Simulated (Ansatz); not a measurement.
# triplet H3NO at 6 levels

Aim: a comparison of 6 runs (U-r2SCAN0/STO-3G, UB2PLYP/STO-3G, UCAM-B3LYP/STO-3G, UHSE06/STO-3G, UCCSDT/STO-3G, UCCSDTQ/STO-3G) of triplet H3NO. 

The calculation is run with Ansatz 0.2.0.

51 further runs of the same task are left out: 1 that didn't finish, 50 set aside as unsound or not needed.

## Step 1: The molecule

H3NO: 5 atoms, total charge 0, spin state triplet. As SMILES of the parent species, `NO`. Geometry: relaxed at GFN2-xTB. This is one conformer, not always the lowest. That shape belongs to the parent species and isn't relaxed for this state.

Bond lengths: N1–O2 1.432 Å, N1–H3 1.020 Å, N1–H4 1.020 Å, O2–H5 0.966 Å. Angles: N1–O2–H5 105.0°, O2–N1–H3 105.6°, O2–N1–H4 105.6°, H3–N1–H4 107.4°.

## Step 2: A single-point energy at U-r2SCAN0/STO-3G (run 1)

File input.yaml:

```yaml
crystal:
  periodic: [false, false, false]
  atoms:
    - {symbol: "N", position_ang: [-0.178910, -0.366440, -0.312920]}
    - {symbol: O, position_ang: [0.371730, 0.674250, 0.501760]}
    - {symbol: H, position_ang: [-0.161770, -1.206140, 0.265260]}
    - {symbol: H, position_ang: [-1.156690, -0.114310, -0.454620]}
    - {symbol: H, position_ang: [1.125640, 1.012630, 0.000530]}
basis:
  gaussian: {orbitals: STO-3G}
magnetization: {spin_polarized: true, initial_magnetization: 2}
hamiltonian: {xc: {name: r2SCAN0}}
accuracy: high
```

Started as:

```console
ansatz run input.yaml --threads 1 --pin off --max-ram 2610MiB --events-out events.jsonl --progress --plain --runs-dir runs
```

The log of the run:

```text
Warning: RAYON_NUM_THREADS=1 ignored (pool sized by the plan → 1); use --threads N
Functional definition: r2SCAN0
  name "r2SCAN0"
  parameter a = 0.25
  parameter k0 = 0.174
  parameter k1 = 0.065
  parameter a1 = 4.9479
  exchange = (1 - a)*r2scan_x(k0 = k0, k1 = k1, a1 = a1) + a*exact_x
  correlation = r2scan_c
209 factors; integrals over basis functions are off by at most 3.8e-8 eV
mean field evaluation 1: about -3523.8389 eV, gradient 1.3e1 eV
mean field evaluation 2: about -3519.4640 eV, gradient 2.8e1 eV
mean field evaluation 4: about -3525.1872 eV, gradient 1.2e0 eV
mean field evaluation 8: about -3525.3360 eV, gradient 3.9e-1 eV
mean field evaluation 16: about -3525.3720 eV, gradient 2.7e-4 eV
mean field evaluation 32: about -3525.3284 eV, gradient 2.1e0 eV
mean field -3525.37202814 eV, -129.5550324512 hartree, gradient 5.7e-8 eV, S^2 2.003653; 2 other end points of the search recorded, 0 dependent functions left out
reference -3525.37202872 eV, -129.5550324726 hartree; 10, 8 occupied and 3, 5 virtual orbitals, 209 factors
Total energy: -3525.37202872 eV, -129.5550324726 hartree
```

Wall time 3.6 s (1 thread of Arm Neoverse V1, shared host); peak memory 0.18 GiB.

## Step 3: A single-point energy at UB2PLYP/STO-3G (run 2)

File in.yaml:

```yaml
crystal:
  periodic: [false, false, false]
  atoms:
    - symbol: "N"
      position_ang: [-0.178910, -0.366440, -0.312920]
    - symbol: O
      position_ang: [0.371730, 0.674250, 0.501760]
    - symbol: H
      position_ang: [-0.161770, -1.206140, 0.265260]
    - symbol: H
      position_ang: [-1.156690, -0.114310, -0.454620]
    - symbol: H
      position_ang: [1.125640, 1.012630, 0.000530]
basis:
  gaussian:
    orbitals: STO-3G
magnetization:
  spin_polarized: true
  initial_magnetization: 2
hamiltonian:
  xc: {name: B2PLYP}
correlation:
  frozen_orbitals: {H: 0, "N": 1, O: 1}
accuracy: high
```

Started as:

```console
ansatz run in.yaml --threads 1 --pin off --max-ram 2610MiB --events-out events.jsonl --progress --plain --runs-dir runs
```

The log of the run (excerpt; [...] marks lines left out):

```text
Warning: RAYON_NUM_THREADS=1 ignored (pool sized by the plan → 1); use --threads N
Functional definition: B2PLYP
  name "B2PLYP"
[...]
209 factors; integrals over basis functions are off by at most 3.8e-8 eV
[...]
mean field -3520.80677196 eV, -129.3872623811 hartree, gradient 1.4e-8 eV, S^2 2.004349; 2 other end points of the search recorded, 0 dependent functions left out
2 core orbitals not correlated: weight in the atoms' cores, before any rotation towards them, 1.000 or more for the frozen orbitals, at most 0.000 for the correlated occupied ones
reference -3520.80678711 eV, -129.3872629379 hartree; 8, 6 occupied and 3, 5 virtual orbitals, 209 factors
second order -2.55610606 eV of doubles, -0.00000000 eV of singles
Total energy: -3521.49693575 eV, -129.4126254324 hartree
```

Run time: 2.3 s. Hardware: 1 thread of Arm Neoverse V1, shared host; peak memory 0.11 GiB.

Runs 3 to 5 aren't shown in full; the table further down has their settings and results.

## Step 4: The energy at UCCSDTQ/STO-3G (run 6)

input.yaml, as its differences from that of step 2:

```diff
@@ -3,3 +3,3 @@
   atoms:
-    - {symbol: "N", position_ang: [-0.178910, -0.366440, -0.312920]}
+    - {symbol: N, position_ang: [-0.178910, -0.366440, -0.312920]}
     - {symbol: O, position_ang: [0.371730, 0.674250, 0.501760]}
@@ -11,3 +11,4 @@
 magnetization: {spin_polarized: true, initial_magnetization: 2}
-hamiltonian: {xc: {name: r2SCAN0}}
+correlation: {method: ccsdtq, frozen_orbitals: {H: 0, "N": 1, O: 1}}
 accuracy: high
+scf: {omitted_lower_state_checks: [cluster_reference, increment]}
```

Started as:

```console
ansatz run input.yaml --threads 1 --pin off --max-ram 2610MiB --events-out events.jsonl --progress --plain --runs-dir runs
```

The log of the run:

```text
Warning: RAYON_NUM_THREADS=1 ignored (pool sized by the plan → 1); use --threads N
[... 13 lines left out ...]
2 core orbitals not correlated: weight in the atoms' cores, before any rotation towards them, 1.000 or more for the frozen orbitals, at most 0.000 for the correlated occupied ones
[... 51 lines left out ...]
Total energy: -3511.50887780 eV, -129.0455710731 hartree
Checks for a lower state left out: cluster_reference, increment
```

Run time: 40 s. Hardware: 1 thread of Arm Neoverse V1, shared host; peak memory 0.28 GiB.

## Step 5: The series

| run | level | frozen core orbitals | energy (Eh) | ⟨S²⟩ | wall time |
| --- | --- | --- | --- | --- | --- |
| 1 | U-r2SCAN0/STO-3G | – | -129.555032 | 2.004 | 3.6 s |
| 2 | UB2PLYP/STO-3G | 2 | -129.412625 | 2.004 | 2.3 s |
| 3 | UCAM-B3LYP/STO-3G | – | -129.548713 | 2.002 | 1.9 s |
| 4 | UHSE06/STO-3G | – | -129.483075 | 2.002 | 1.8 s |
| 5 | UCCSDT/STO-3G | 2 | -129.045542 | 2.008 | 0.77 s |
| 6 | UCCSDTQ/STO-3G | 2 | -129.045571 | 2.008 | 40 s |

## Step 6: Summary of results

| quantity | value |
| --- | --- |
| run 6: total energy | -129.04557 Eh |
| run 6: correlation energy (2 core orbitals frozen) | -81.9 mEh |
| run 6: ⟨S²⟩ of the reference determinant | 2.008 |
| run 6: T1 diagnostic | 0.103 |

What this shows: Totals of different functionals can't be ranked against each other. In runs 1, 2, 3, 4, 5, 6 the basis is minimal, so the values are rough. All runs together took 50 s, the longest 40 s.
